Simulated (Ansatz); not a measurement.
Born–Oppenheimer molecular dynamics of H7NSi2 (10 atoms, charge 0, multiplicity 1). It starts from a relaxed structure.

Level of theory: RKS B3LYP-D4/6-31G* (Ansatz).

```
ensemble                      : NVE (velocity Verlet)
time step                     : 0.5 fs
steps asked                   : 250
starting velocities drawn for : 500 K
seed                          : 962122
```

First frame:

```xyz
10
Properties=species:S:1:pos:R:3
Si 0.053 -0.052 -0.088
Si 0.000 -0.012 2.269
H -1.389 -0.134 2.801
H 0.807 -1.131 2.837
H 0.580 1.260 2.793
N 1.631 0.070 -0.825
H 2.274 -0.704 -0.701
H 2.131 0.948 -0.736
H -0.762 1.086 -0.599
H -0.553 -1.331 -0.552
```

(1) How far do the bonds stretch over the last three quarters of this one trajectory? (Pairs bonded in most of those frames.)

Answers

(1) 
| bond | mean (Å) | spread (Å) | shortest | longest |
| --- | --- | --- | --- | --- |
| Si1–Si2 | 2.359 | 0.041 | 2.31 | 2.44 |
| Si1–N6 | 1.748 | 0.053 | 1.67 | 1.83 |
| Si1–H9 | 1.493 | 0.008 | 1.48 | 1.51 |
| Si1–H10 | 1.493 | 0.030 | 1.45 | 1.54 |
| Si2–H3 | 1.493 | 0.020 | 1.46 | 1.53 |
| Si2–H4 | 1.494 | 0.013 | 1.47 | 1.52 |
| Si2–H5 | 1.498 | 0.027 | 1.45 | 1.54 |
| N6–H7 | 1.015 | 0.014 | 0.99 | 1.05 |
| N6–H8 | 1.016 | 0.017 | 0.99 | 1.04 |

Mean temperature of the second half: 248 K. The conserved energy stayed within 0.14 meV per atom of its start (net change 0.096 meV per atom), so the integration is sound. Over the second half the temperature averaged 0.50 of the 500 K drawn at the start: a run that starts near a minimum puts about half its kinetic energy into the potential. A run of 0.12 ps of so small a system gives no equilibrium averages.

Time of the run: 12 min on 1 thread of Arm Neoverse V1, on a shared host, peak memory 0.13 GiB.
